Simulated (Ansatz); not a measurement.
Program: Ansatz. Geometries: PBE0-D4/def2-TZVP. ΔE: electronic, gas phase. CCSD(T)/CBS adds triple-zeta CCSD(T) − MP2 to the extrapolated MP2 energy (def2 sets, frozen cores). One conformer a species, not always the lowest.

Reaction (substitution at a C–C bond): `CCC(C)(C)C(C)C` + `CC(O)Cl` → `COC(C)Cl` + `CCC(C)C(C)C`

```tsv
species	CCSD(T)/CBS(def2) energy (Eh)
`CCC(C)(C)C(C)C`	-315.28786
`CC(O)Cl`	-614.06791
`COC(C)Cl`	-653.31493
`CCC(C)C(C)C`	-276.02551
```

(1) Work out ΔE.

Largest T1 diagnostic among the species: 0.011.

Results:

(1) ΔE = (-653.31493) + (-276.02551) − (-315.28786) − (-614.06791) = 0.01533 Eh = +9.6 kcal/mol.

At CCSD(T), def2-SVP lies −1.7 kcal/mol from the extrapolated value and def2-TZVPP −0.2 kcal/mol. Leaving LDA and LC-ωPBE aside and taking each functional with its dispersion term where it has one, the values, not all of them listed here, spread over 2.9 kcal/mol, from BLYP-D4 to PBE-QIDH. LDA lies +3.6 kcal/mol from PBE without D4. The D4 term adds +2.6 kcal/mol with B3LYP and +1.5 kcal/mol with PBE0; it sums over pairs of atoms, weighted by their polarisabilities, and B3LYP, whose exchange is more repulsive, gets the larger term.

B3LYP here is the variant with VWN-RPA as its local correlation; programs differ in this.
